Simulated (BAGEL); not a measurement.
# C2H6B (SMILES [BH]CC): UHF/3-21G (density fitting with qzvpp-jkfit)

Aim: the vertical electron affinity of C2H6B at UHF/3-21G (density fitting with qzvpp-jkfit), from 2 runs. 

Program for the calculation: BAGEL 1.2.2.

### 1 Starting point

C2H6B: 9 atoms, total charge 0, spin state doublet. As SMILES, `[BH]CC`. The coordinates come from a PBE0-D4/def2-TZVP relaxation. This is one conformer, not always the lowest.

Bond lengths: B1–C2 1.537 Å, C2–C3 1.524 Å, B1–H4 1.197 Å, C2–H5 1.103 Å, C2–H6 1.103 Å, C3–H7 1.093 Å, C3–H8 1.092 Å, C3–H9 1.092 Å. Some angles: B1–C2–C3 119.1°, B1–C2–H5 105.7°, B1–C2–H6 105.7°, C3–C2–H5 110.9°, C3–C2–H6 110.9°, C2–B1–H4 127.6°, C2–C3–H7 111.8°, C2–C3–H8 110.9°, C2–C3–H9 110.9°, H5–C2–H6 103.0°.

### 2 The energy at UHF/3-21G (density fitting with qzvpp-jkfit)

input.json reads:

```json
{ "bagel" : [

{
  "title" : "molecule",
  "basis" : "3-21g",
  "df_basis" : "qzvpp-jkfit",
  "angstrom" : true,
  "geometry" : [
    { "atom" : "B", "xyz" : [   -1.415300,    0.517300,   -0.623600 ] },
    { "atom" : "C", "xyz" : [    0.077500,    0.346900,   -0.300600 ] },
    { "atom" : "C", "xyz" : [    0.504700,   -0.731500,    0.688600 ] },
    { "atom" : "H", "xyz" : [   -1.915600,    1.307200,   -1.370300 ] },
    { "atom" : "H", "xyz" : [    0.580700,    0.211000,   -1.273200 ] },
    { "atom" : "H", "xyz" : [    0.428600,    1.341200,    0.024500 ] },
    { "atom" : "H", "xyz" : [    1.588300,   -0.746200,    0.828800 ] },
    { "atom" : "H", "xyz" : [    0.197300,   -1.721000,    0.344100 ] },
    { "atom" : "H", "xyz" : [    0.042200,   -0.571000,    1.664600 ] }
  ]
},
{
  "title" : "uhf",
  "nopen" : 1
},
{
  "title" : "print",
  "file" : "orbitals.molden",
  "orbitals" : true
}

]}
```

Started as:

```sh
BAGEL_NUM_THREADS=1 BAGEL input.json > input.out
```

The program printed:

```text
* using 1 threads per process

  ===============================================================
  ===============================================================

  *** Geometry ***

  { "atom" : "B", "xyz" : [     -2.674529,      0.977555,     -1.178433 ] },
  { "atom" : "C", "xyz" : [      0.146454,      0.655546,     -0.568052 ] },
  { "atom" : "C", "xyz" : [      0.953745,     -1.382335,      1.301265 ] },
  { "atom" : "H", "xyz" : [     -3.619959,      2.470250,     -2.589492 ] },
  { "atom" : "H", "xyz" : [      1.097364,      0.398732,     -2.405999 ] },
  { "atom" : "H", "xyz" : [      0.809937,      2.534501,      0.046298 ] },
  { "atom" : "H", "xyz" : [      3.001452,     -1.410114,      1.566205 ] },
  { "atom" : "H", "xyz" : [      0.372843,     -3.252219,      0.650255 ] },
  { "atom" : "H", "xyz" : [      0.079746,     -1.079034,      3.145638 ] },

  Number of auxiliary basis functions:      333

  Since a DF basis is specified, we compute 2- and 3-index integrals:
    o Being stored without compression. Storage requirement is 0.004 GB

  Number of basis functions:       39
  Number of electrons      :       23

    * METHOD: MOLECULE                             0.05

  *** Open-shell HF ***

  === Nuclear Repulsion ===
    63.1540652359

      * DIIS with orbital gradients will be used.

  === UHF iteration (3-21g) ===
      0       -103.18674131          0.04207901           0.01
      1       -103.24926507          0.01289428           0.01
      2       -103.25701854          0.00587584           0.01
      3       -103.25838020          0.00160103           0.01
      4       -103.25875061          0.00035585           0.01
      5       -103.25879329          0.00006329           0.01
      6       -103.25879657          0.00002254           0.01
      7       -103.25879779          0.00001033           0.01
      8       -103.25879827          0.00000382           0.01
      9       -103.25879835          0.00000102           0.01
     10       -103.25879835          0.00000038           0.01
     11       -103.25879835          0.00000013           0.01
     12       -103.25879835          0.00000006           0.01
     13       -103.25879835          0.00000003           0.01
     14       -103.25879835          0.00000002           0.01
     15       -103.25879835          0.00000001           0.01
    * SCF iteration converged.

    * S^2 (UHF) is 0.7519

    * Permanent dipole moment:
           (   -0.324492,    -0.073789,     0.026299) a.u.

    * METHOD: UHF                                  0.19

    * METHOD: PRINT                                0.00

  ===============================================================
```

It took 0.42 s on 1 thread of AMD EPYC 9R45 (Zen 5), shared host.

### 3 The singlet anion at the same level

input.json reads:

```json
{ "bagel": [

{
  "title": "molecule",
  "basis": "3-21g",
  "df_basis": "qzvpp-jkfit",
  "angstrom": true,
  "geometry": [
    { "atom": "B", "xyz": [   -1.415300,    0.517300,   -0.623600 ] },
    { "atom": "C", "xyz": [    0.077500,    0.346900,   -0.300600 ] },
    { "atom": "C", "xyz": [    0.504700,   -0.731500,    0.688600 ] },
    { "atom": "H", "xyz": [   -1.915600,    1.307200,   -1.370300 ] },
    { "atom": "H", "xyz": [    0.580700,    0.211000,   -1.273200 ] },
    { "atom": "H", "xyz": [    0.428600,    1.341200,    0.024500 ] },
    { "atom": "H", "xyz": [    1.588300,   -0.746200,    0.828800 ] },
    { "atom": "H", "xyz": [    0.197300,   -1.721000,    0.344100 ] },
    { "atom": "H", "xyz": [    0.042200,   -0.571000,    1.664600 ] }
  ]
},
{ "title": "hf", "charge": -1 },
{ "title": "print", "file": "orbitals.molden", "orbitals": true }

]}
```

Started as:

```sh
BAGEL_NUM_THREADS=1 BAGEL input.json > input.out
```

The program printed:

```text
* using 1 threads per process

  ===============================================================
  ===============================================================

  *** Geometry ***

  { "atom" : "B", "xyz" : [     -2.674529,      0.977555,     -1.178433 ] },
  { "atom" : "C", "xyz" : [      0.146454,      0.655546,     -0.568052 ] },
  { "atom" : "C", "xyz" : [      0.953745,     -1.382335,      1.301265 ] },
  { "atom" : "H", "xyz" : [     -3.619959,      2.470250,     -2.589492 ] },
  { "atom" : "H", "xyz" : [      1.097364,      0.398732,     -2.405999 ] },
  { "atom" : "H", "xyz" : [      0.809937,      2.534501,      0.046298 ] },
  { "atom" : "H", "xyz" : [      3.001452,     -1.410114,      1.566205 ] },
  { "atom" : "H", "xyz" : [      0.372843,     -3.252219,      0.650255 ] },
  { "atom" : "H", "xyz" : [      0.079746,     -1.079034,      3.145638 ] },

  Number of auxiliary basis functions:      333

  Since a DF basis is specified, we compute 2- and 3-index integrals:
    o Being stored without compression. Storage requirement is 0.004 GB

  Number of basis functions:       39
  Number of electrons      :       23

    * METHOD: MOLECULE                             0.05

  *** RHF ***

  === Nuclear Repulsion ===
    63.1540652359

      * DIIS with orbital gradients will be used.

  === RHF iteration (3-21g) ===
      0       -103.05958752          0.02510740           0.01
      1       -103.14318232          0.00804836           0.01
      2       -103.15403994          0.00228418           0.01
      3       -103.15503260          0.00034794           0.01
      4       -103.15509019          0.00010196           0.01
      5       -103.15510272          0.00002368           0.01
      6       -103.15510345          0.00000706           0.01
      7       -103.15510351          0.00000096           0.01
      8       -103.15510351          0.00000025           0.00
      9       -103.15510351          0.00000008           0.01
     10       -103.15510351          0.00000002           0.00
     11       -103.15510351          0.00000001           0.00
    * SCF iteration converged.

    * Permanent dipole moment:
           (   -2.650836,     0.274294,    -0.548694) a.u.

    * METHOD: HF                                   0.10

    * METHOD: PRINT                                0.00

  ===============================================================
```

Run time: 0.34 s. Hardware: 1 thread of AMD EPYC 9R45 (Zen 5), shared host.

### 4 Outcome

At UHF/3-21G (density fitting with qzvpp-jkfit):

| quantity | value |
| --- | --- |
| doublet C2H6B: total energy | -103.25880 Eh |
| doublet C2H6B: dipole moment | 0.85 D |
| doublet C2H6B: ⟨S²⟩ | 0.752 |
| singlet anion: total energy | -103.15510 Eh |
| singlet anion: HOMO energy | 1.80 eV |
| singlet anion: LUMO energy | 10.34 eV |
| singlet anion: HOMO–LUMO gap (to an unbound level, set by the basis) | 8.54 eV |
| vertical electron affinity (to the singlet anion) | -2.822 eV |

The anion lies 2.82 eV (65 kcal/mol) above the neutral: the electron isn't bound at this level, and such a value depends on the basis. Without diffuse functions anions come out too high. Hartree–Fock misses the correlation that binds many anions. The HOMO (singlet anion) lies at positive energy, 1.80 eV: the electron is unbound at this level or held by a compact basis; values depend on the basis.
